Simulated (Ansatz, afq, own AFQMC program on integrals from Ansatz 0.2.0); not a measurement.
AFQMC on a folder of integrals that Ansatz 0.2.0 wrote.

```yaml
crystal:
  periodic: [false, false, false]
  atoms:
    - {symbol: Si, position_ang: [0.000000, 0.000000, 2.242618]}
    - {symbol: Ge, position_ang: [0.000000, 0.000000, -0.954382]}
    - {symbol: H, position_ang: [0.000000, 1.191949, 3.145642]}
    - {symbol: H, position_ang: [0.000000, -1.191949, 3.145642]}
basis:
  gaussian: {orbitals: cc-pVDZ}
magnetization: {spin_polarized: true, initial_magnetization: 2}
correlation: {method: ccsd_t, electrons: outside_noble_gas, hamiltonian_folder: ham}
```

```sh
$ ansatz run in.yaml --threads 1 --pin off --events-out ev --progress --plain --max-ram 1382MiB
```

Options of the walk:

```
--method phaseless --trial cisd --walkers 60 --populations 1 --least-time 40 --time-step 0.005 --steps-per-block 50 --equilibration-blocks 40 --max-blocks 300 --target-error 0.00076 --factor-cut 1e-05 --start spin_pure --seed 5975 --release-times 0.24,0.51,0.99,1.62,2.4 --release-step 0.03 --release-every 4 --taylor-order 6
```

Times are imaginary, in 1/Eh. The walk had a cap of 1086 s. Filled inner d shells are frozen with the cores.

Log:

```
orbitals 36  electrons 6 4  factors 257 of 600
reference energy -2365.32312046 Eh
CCSD correlation -0.17824147 Eh in 15 cycles, weight of the determinant in the CISD state 0.7925
energy of the start -2365.501009 Eh
 block  time / (1/Eh)  mean weight  energy / Eh
     1     0.250  1.0012  -2365.498532
     2     0.500  0.9987  -2365.498711
     3     0.750  1.0007  -2365.500309
     4     1.000  1.0002  -2365.501236
     5     1.250  1.0007  -2365.502263
     8     2.000  1.0006  -2365.504336
    11     2.750  0.9988  -2365.505713
    26     6.500  0.9989  -2365.505803
    41    10.250  1.0000  -2365.505308
    56    14.000  0.9991  -2365.509051
    71    17.750  1.0013  -2365.506082
    86    21.500  1.0007  -2365.507009
   101    25.250  1.0008  -2365.513379
   111    27.750  1.0012  -2365.499570
   116    29.000  1.0003  -2365.508678
   131    32.750  1.0004  -2365.509436
   146    36.500  1.0017  -2365.504305
   161    40.250  0.9996  -2365.505494
   176    44.000  0.9997  -2365.507373
   181    45.250  0.9996  -2365.517593
   191    47.750  1.0021  -2365.509481
   196    49.000  0.9996  -2365.515147
blocks merged  error / Eh  count
     1  0.000299  160
     2  0.000370  80
     4  0.000450  40
     8  0.000563  20
    16  0.000608  10
released: time / (1/Eh)  energy / Eh  error  mean overlap
  0.24  -2365.508607  0.000589  1.0008
  0.51  -2365.508171  0.000689  1.0073
  0.99  -2365.508416  0.000747  1.0133
  1.62  -2365.509715  0.000971  1.0196
  2.40  -2365.512187  0.001137  0.9902
energy -2365.507572 +/- 0.000563 Eh
(rows thinned)
```

The run failed at least one of its tests; the cautions name the faults.

Against this walk (error 15.3 meV) on the same determinant: CCSD(T) 5.8 meV higher (within the noise), CCSDT(Q) 110.4 meV lower. The error is statistical and leaves out the bias of the constraint. None of these is a sure reference here. Released to 1.62 1/Eh the energy moves by -58 ± 31 meV (both errors), within twice the noise.

Cautions: constraint bias not in the error; error not settled; no relativity below Rb; no spin-orbit coupling; inner d shell frozen; lower spins were not checked; higher spins were not checked; an unrestricted solution with more broken spin lies lower (44 meV, ⟨S²⟩ 2.29); strong correlation (T1 0.063, weight of the determinant 0.79, largest double 0.13); the bias of populations of 60 walkers isn't removed.

The walk took 3.2 min on 1 thread of Intel(R) Xeon(R) 6975P-C (Granite Rapids) (shared host). The log's last line is the phaseless energy.

CCSDT and higher add their correlation energy to the determinant of the CCSD(T) run, since their own runs factorise the integrals more tightly (a shift of under 2 meV). A walk keeps the symmetry of its determinant, which the program's search chose and which needn't be the lowest solution, so a lower state of the same spin and another symmetry isn't excluded.
